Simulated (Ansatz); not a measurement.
Process, species as SMILES: C(F)F → F[CH-]F + H+
B3LYP-D3(BJ)/def2-TZVP geometries, fixed; electronic energies without zero-point terms.

Effect of the final integration grid (spheres per factor e of radius in core and valence, angular degree) at PBE0/cc-pVTZ with Ansatz (an electronic-structure program), against the last row, where the deprotonation energy is 417.88 kcal/mol. The default's grid is 13, 11, 36.

```
setting                     largest shift of a total energy (mEh)  shift of the deprotonation energy (kcal/mol)
--------------------------  -------------------------------------  --------------------------------------------
accuracy: medium (default)                                  0.000                                         0.000
final_grid: 4, 3, 11                                        2.324                                         0.127
final_grid: 6, 5, 17                                       -0.095                                         0.045
final_grid: 8, 7, 23                                        0.021                                        -0.009
final_grid: 10, 9, 29                                       0.005                                        -0.002
final_grid: 18, 15, 47                                      0.000                                         0.000
final_grid: 26, 22, 59                                      0.000                                         0.000
```

Within 0.02 kcal/mol in the deprotonation energy: accuracy: medium (default); final_grid: 8, 7, 23; final_grid: 10, 9, 29; final_grid: 18, 15, 47. The largest shift is 2.324 mEh in a total energy and 0.127 kcal/mol in the difference.
